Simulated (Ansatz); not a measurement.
**LiCl: single points off equilibrium**

An exercise on one series of results from a longer session: the logs are not shown, and one member is left open.

Computed with Ansatz 0.2.0, Gaussian basis. Level: single points in def2-TZVPP.

Correlated methods freeze the cores. The outer core shell of Li, Na, Mg and K is correlated.

**Starting geometry**

SMILES `[Li][Cl]`, 2 atoms, charge 0, spin multiplicity 1.

Atoms are counted from 1 here; the program's logs count them from 0.

Bond lengths: Li1–Cl2 1.915 Å.

Coordinates:

```
Li    0.8232   -0.3340    0.3926
Cl   -0.8162    0.2542   -0.4022
```

Set-up of the first run:

The input, run/in.yaml:

```yaml
crystal:
  periodic: [false, false, false]
  atoms:
    - {symbol: Li, position_ang: [0.823200, -0.334000, 0.392600]}
    - {symbol: Cl, position_ang: [-0.816200, 0.254200, -0.402200]}
basis:
  gaussian: {orbitals: def2-TZVPP}
correlation: {method: ccsd_t}
output: {forces: true}
```

No record of the launch command was kept for these runs.

Steps of the session up to this table: CCSD(T)/def2-TZVPP; PBE0-D4/def2-TZVPP; wB97M-V/def2-TZVPP; r2SCAN-D4/def2-TZVPP; PBE-D4/def2-TZVPP; BLYP-D4/def2-TZVPP; B97M-V/def2-TZVPP.

One table of the session follows, with a row left open; its other results are not shown here.

```
   method  RMS force component (eV/Å)  dipole (D)
  CCSD(T)                       0.761        6.66
  PBE0-D4                       0.664        6.53
  wB97M-V                       0.705        6.52
r2SCAN-D4                       0.740        6.59
   PBE-D4                       0.692        6.35
  BLYP-D4                           ?           ?
   B97M-V                       0.680        6.52
```

**Question.** Estimate the row for BLYP-D4.

As computed: RMS force component (eV/Å): 0.720; dipole (D): 6.29. In the column «RMS force component (eV/Å)» it lies between wB97M-V (0.705) and r2SCAN-D4 (0.740).
